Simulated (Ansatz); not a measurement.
Reaction (SMILES): P (PH3) → PH3+ (doublet, bonded as P) + e-
B3LYP-D3(BJ)/def2-TZVP geometries, fixed; electronic energies without zero-point terms.

The adiabatic ionisation energy at MP2 with Ansatz (a first-principles code), in eV, split into its Hartree-Fock and correlation parts. Cores are frozen. Open shells are unrestricted. No added dispersion term, no relativity. Functions are those of the species that has most.

| basis | X | functions | Hartree-Fock | MP2 |
|---|---|---|---|---|
| cc-pV(D+d)Z | 2 | 38 | 8.578 | 9.417 |
| cc-pV(T+d)Z | 3 | 81 | 8.549 | 9.641 |
| cc-pV(Q+d)Z | 4 | 154 | 8.544 | 9.712 |

Worked estimate of the basis-set limit from each neighbouring pair, with Hartree-Fock from the larger set and the correlation part extrapolated as X^-3.
Correlation parts: X = 2: 0.839, X = 3: 1.092, X = 4: 1.168.
- (2,3): (27·(1.092) - 8·(0.839))/19 = 1.199; with Hartree-Fock 8.549 the estimate is 9.748 eV.
- (3,4): (64·(1.168) - 27·(1.092))/37 = 1.223; with Hartree-Fock 8.544 the estimate is 9.767 eV.
The last two estimates differ by 0.020 eV; the largest set lies 0.055 from the last. Over the last step Hartree-Fock moves by -0.005 and the correlation part by 0.076.
